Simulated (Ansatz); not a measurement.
Barrier height from H2 + O to the transition structure H2O, without zero-point energy, on the benchmark's geometries as Psi4's copy of the set gives them.
Transition structure (charge 0, multiplicity 3, Z-matrix in Å and degrees):
```
O
H 1 1.1893
H 2 0.9116 1 180.00
```
Reactant (charge 0, multiplicity 1):
```csv
atom,x (Å),y (Å),z (Å)
H,0.0000,0.0000,0.0000
H,0.7419,0.0000,0.0000
```

Open shells are unrestricted; no spin–orbit coupling.

Correlated levels freeze the cores.

Programs: Ansatz (a program for electronic structure). Each number belongs to the level named beside it.

What is the computed barrier height (wB97X-V/def2-TZVPPD)?

9.3 kcal/mol

Predict the barrier height from HF/aug-cc-pVTZ.

32.6 kcal/mol

Give the barrier height at the level SCS-MP2/aug-cc-pVTZ.

18.6 kcal/mol
